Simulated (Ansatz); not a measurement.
**PH₃+ (doublet): from Hartree-Fock to the top rungs at a displaced geometry (v1), cc-pVTZ**

An exercise on one series of results from a longer session: the logs are not shown, and one member is left open.

Program: Ansatz 0.2.0, Gaussian basis. Level of theory: cc-pVTZ, core rule «outside noble gas», up to 5 orbitals frozen. These are calculated values, not measurements.

The runs, in order: UHF; CCSD(T) on ROHF; CCSD(T) on UHF; BCCD(T) on ROHF; CCSDT(Q) on ROHF; CCSDT(Q) on UHF; CASSCF and MRCISD+Q, 7 electrons in 7 orbitals; CASSCF and NEVPT2, 7 electrons in 7 orbitals.

10 further runs of the same task are left out: 3 that didn't finish, 7 set aside as unsound or not needed. Runs told in other sessions of the task aren't counted.

### What is computed

The geometry is a PBE0/def2-TZVP stationary point (not a proven minimum) with its atoms shifted at random (size 0.040 Å).

4 atoms, charge 1, spin multiplicity 2.

Atoms are counted from 1 here; the program's logs count them from 0.

Bond lengths: P1–H2 1.401 Å, P1–H3 1.406 Å, P1–H4 1.442 Å. Angles: H2–P1–H3 112.7°, H2–P1–H4 114.9°, H3–P1–H4 115.7°.

Set-up of the first run:

in.yaml

```yaml
crystal:
  periodic: [false, false, false]
  atoms:
    - {symbol: P, position_ang: [0.000357, -0.000263, -0.030306]}
    - {symbol: H, position_ang: [1.353496, -0.001855, 0.332157]}
    - {symbol: H, position_ang: [-0.643001, 1.209734, 0.283047]}
    - {symbol: H, position_ang: [-0.721453, -1.199782, 0.316094]}
basis:
  gaussian: {orbitals: cc-pVTZ}
total_charge: 1
magnetization: {spin_polarized: true, initial_magnetization: 1}
hamiltonian: {xc: hf}
output: {orbitals: {seedname: orbitals}}
```

Command:

```console
ansatz run in.yaml --threads 1 --pin off --events-out ev --progress --plain --max-ram 2393MiB
```

Steps of the session up to this table: UHF; CCSD(T) on ROHF; CCSD(T) on UHF; BCCD(T) on ROHF; CCSDT(Q) on ROHF; CCSDT(Q) on UHF; CASSCF and MRCISD+Q, 7 electrons in 7 orbitals; CASSCF and NEVPT2, 7 electrons in 7 orbitals.

One table of the session follows, with a row left open; its other results are not shown here.

| method | from UCCSDT(Q) (kJ/mol) |
| --- | --- |
| ROHF | +435.4 |
| UHF | +427.5 |
| RMP2 | +85.1 |
| UMP2 | +84.6 |
| RCCSD | +14.2 |
| UCCSD | +13.9 |
| RCCSD(T) | +2.5 |
| UCCSD(T) | +2.5 |
| BCCD(T) | +2.5 |
| RCCSDT | +0.4 |
| UCCSDT | +0.3 |
| RCCSDT(Q) | ? |
| UCCSDT(Q) | 0 |
| CASSCF valence | +305.8 |
| NEVPT2 valence | +84.4 |
| MRCISD valence | +18.5 |
| MRCISD+Q valence | +4.0 |

Estimate the missing values for RCCSDT(Q).

As computed: from UCCSDT(Q) (kJ/mol): +0.1. In the column «from UCCSDT(Q) (kJ/mol)» it lies between UCCSDT(Q) (0) and UCCSDT (+0.3).

Caveats from the session: Restricted and unrestricted rows rest on different reference determinants; a gap between their highest levels can come from leftover correlation error, from unlike frozen cores or from another state.
